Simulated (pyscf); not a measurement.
Routes from H₂O (SMILES O) + HO–SiH(OH)–F (SMILES O[SiH](O)F)

Candidate steps break at most two bonds and form at most two. Each was searched with GFN2-xTB (tblite) first. Structures and frequencies: ωB97X-D3(BJ)/def2-SVP in PySCF. Energies: ωB97M-D3(BJ)/def2-TZVP, kcal/mol, from the separated reactants, singlet surface; ΔG‡ with ideal gas, 1 atm, RRHO with modes under 100 cm⁻¹ raised to 100, one conformer, R ln 2 for chiral ones without a mode under 150 cm⁻¹.

```json
[
 {"products": "HO–SiH(OH)–OH + HF", "type": "four-centre exchange", "ΔE‡": "22.2", "ΔE": "+10.6", "ΔG‡ 298 K": "34.0", "ΔG‡ 900 K": "58.8", "ν‡ (cm⁻¹)": "571i"},
 {"products": "HO–Si(OH)(OH)–F + H₂", "type": "four-centre exchange", "ΔE‡": "31.4", "ΔE": "-23.3", "ΔG‡ 298 K": "42.2", "ΔG‡ 900 K": "66.6", "ν‡ (cm⁻¹)": "1327i"}
]
```

Row 1: On the product side the descent ends in a bound adduct, 10.9 kcal/mol under the separated species and 23.0 kcal/mol under the saddle at ωB97X-D3(BJ)/def2-TZVP. Row 2: On the reactant side the descent ends in a complex (not fully relaxed), 8.0 kcal/mol under the separated species and 39.9 kcal/mol under the saddle at ωB97X-D3(BJ)/def2-TZVP. 

Plain bond fissions and candidates not yet searched are not listed, and one of them may be faster. Each barrier is that of the saddle found; lower ones may exist.
